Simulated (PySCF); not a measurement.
Gas-phase reaction: 4 HF + 2 C3H4 (allene) + F2 ⇌ 3 CH3CHF2

Computed with PySCF and rigid-rotor harmonic-oscillator thermochemistry at 1 bar. † marks an energy on the PBE0/def2-TZVP geometry and frequencies; other levels use their own. MP2 and CCSD(T) freeze the core. 6-31G* has spherical d functions here. All species are closed-shell singlets. MP2 isn't extrapolated to the basis-set limit; its ΔH°(298 K) is -922.0 kJ in def2-SVP and -829.5 kJ in def2-TZVPP. CCSD(T) isn't extrapolated to the basis-set limit; its ΔH°(298 K) is -892.4 kJ in def2-SVP and -810.6 kJ in def2-TZVPP. The harmonic model lacks anharmonicity and excited electronic states, which grow with temperature; levels with a mode under 35 cm⁻¹ are left out. Internal rotation in CH3CHF2 is treated as a harmonic vibration of one conformer, which makes the entropy rough.

```json
[
 {"level": "BLYP/def2-TZVP†", "ΔE electronic, kJ": "-793", "ΔH°(298 K), kJ": "-738", "ΔS°(298 K), J/K": "-538", "ΔG°(1600 K), kJ": "149"},
 {"level": "CCSD(T)/def2-SVP†", "ΔE electronic, kJ": "-947", "ΔH°(298 K), kJ": "-892", "ΔS°(298 K), J/K": "-538", "ΔG°(1600 K), kJ": "-6"},
 {"level": "CCSD(T)/def2-TZVPP†", "ΔE electronic, kJ": "-865", "ΔH°(298 K), kJ": "-811", "ΔS°(298 K), J/K": "-538", "ΔG°(1600 K), kJ": "76"},
 {"level": "HF/6-31G*", "ΔE electronic, kJ": "-1122", "ΔH°(298 K), kJ": "-1056", "ΔS°(298 K), J/K": "-540", "ΔG°(1600 K), kJ": "-157"},
 {"level": "MP2/def2-TZVPP†", "ΔE electronic, kJ": "-884", "ΔH°(298 K), kJ": "-830", "ΔS°(298 K), J/K": "-538", "ΔG°(1600 K), kJ": "57"},
 {"level": "PBE/def2-SVP", "ΔE electronic, kJ": "-1028", "ΔH°(298 K), kJ": "-973", "ΔS°(298 K), J/K": "-540", "ΔG°(1600 K), kJ": "-83"},
 {"level": "PBE/def2-TZVP†", "ΔE electronic, kJ": "-878", "ΔH°(298 K), kJ": "-823", "ΔS°(298 K), J/K": "-538", "ΔG°(1600 K), kJ": "63"},
 {"level": "r2SCAN/def2-TZVP†", "ΔE electronic, kJ": "-936", "ΔH°(298 K), kJ": "-881", "ΔS°(298 K), J/K": "-538", "ΔG°(1600 K), kJ": "6"},
 {"level": "ωB97X-V/def2-TZVP†", "ΔE electronic, kJ": "-973", "ΔH°(298 K), kJ": "-919", "ΔS°(298 K), J/K": "-538", "ΔG°(1600 K), kJ": "-32"}
]
```
ΔH° is lowest at HF/6-31G* and highest at BLYP/def2-TZVP†. No reference value is set beside these.
